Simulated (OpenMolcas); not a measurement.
A ladder of methods for BNH4 (BH2(NH2))

The species is BNH4 (6 atoms), meant as a singlet with charge 0. SMILES: `[H]B([H])N`. Geometry: relaxed at GFN2-xTB.

```xyz
6

B     0.3419    0.5951    0.0037
H     1.3301    0.6743    0.6274
H    -0.0786    1.4968   -0.6141
N    -0.3454   -0.5987   -0.0039
H    -1.1993   -0.7506   -0.5151
H    -0.0488   -1.4170    0.5020
```

Quantity: the energy change with the N4–H5 bond stretched from 1.007 to 2.517 Å, in eV. The values are calculated.

```
                      level                   kind     program  value (eV)  less FCI/STO-3G  CPU time (all runs)
  SVWN5/STO-3G (restricted)                    LDA  OpenMolcas        7.18            +1.73                9.1 s
    PBE/STO-3G (restricted)                    GGA  OpenMolcas       -0.13            -5.58                 37 s
 M06-2X/STO-3G (restricted)        hybrid meta-GGA  OpenMolcas        8.49            +3.04                 11 s
 B2PLYP/STO-3G (restricted)          double hybrid  OpenMolcas        7.34            +1.89                8.9 s
    MP2/STO-3G (restricted)    perturbation theory  OpenMolcas        7.09            +1.64                3.3 s
         CASPT2(2,2)/STO-3G         multireference  OpenMolcas        5.51            +0.06                4.7 s
CCSD(T)/STO-3G (restricted)  coupled cluster or CI  OpenMolcas        5.41            -0.04                4.3 s
                 FCI/STO-3G     exact in the basis  OpenMolcas        5.45             0.00                 89 s
```

FCI/STO-3G is exact within its basis and frozen core, so for wave-function methods in that basis the difference is their error; functionals converge differently with the basis, so for them it is only a difference. The first shape isn't each level's own minimum. The values span -0.13 to 8.49 eV. All rows use very small basis sets, so even the best lies far from the true value. CPU times are rough (shared hosts, several kinds of processor): they show what a rung costs within a factor of a few.
